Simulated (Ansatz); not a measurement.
A made-up structure of MgH2S2, closed shell:

```json
{"atom": "Mg1", "x (Å)": "1.0159", "y (Å)": "-0.5766", "z (Å)": "0.9267"}
{"atom": "S2", "x (Å)": "0.1940", "y (Å)": "1.3454", "z (Å)": "1.0831"}
{"atom": "S3", "x (Å)": "-1.0595", "y (Å)": "0.1064", "z (Å)": "-0.4353"}
{"atom": "H4", "x (Å)": "-1.9255", "y (Å)": "-0.3871", "z (Å)": "-1.3606"}
{"atom": "H5", "x (Å)": "2.2518", "y (Å)": "-0.3109", "z (Å)": "-0.2396"}
```

It is relaxed with PBE-D4/def2-SVP and then PBE0-D4/def2-TZVP (Ansatz 0.2.0). Atoms count as bonded within 1.22 times the sum of their covalent radii (H–H: 0.88 Å). The end point is not checked to be a true minimum.

Question: Does its bonding change? (A judgement: the text doesn't fix the answer.)

Answer: Computed: No: no bond forms or breaks.

Where it ends: The first stage lowers the energy by 4.02 eV in 11 steps. It ends as MgH₂S₂ ([MgH]1[S][SH]1):
Mg1  (1.200, -0.073, 0.297)
S2  (-0.546, 1.284, 1.019)
S3  (-1.342, -0.368, 0.003)
H4  (-1.501, 0.144, -1.236)
H5  (2.666, -0.810, -0.109)
(Å)

Labels in which every atom is bracketed show which atoms are joined, not bond orders.

For scale, one of the runs: PBE0-D4/def2-TZVP relaxation, 118 basis functions, launched by `ansatz run in.yaml --threads 2 --pin off --events-out ev --progress --plain --max-ram 4352MiB`. The run took about 12 s on 2 CPU threads of an Arm Neoverse V2 (shared host).
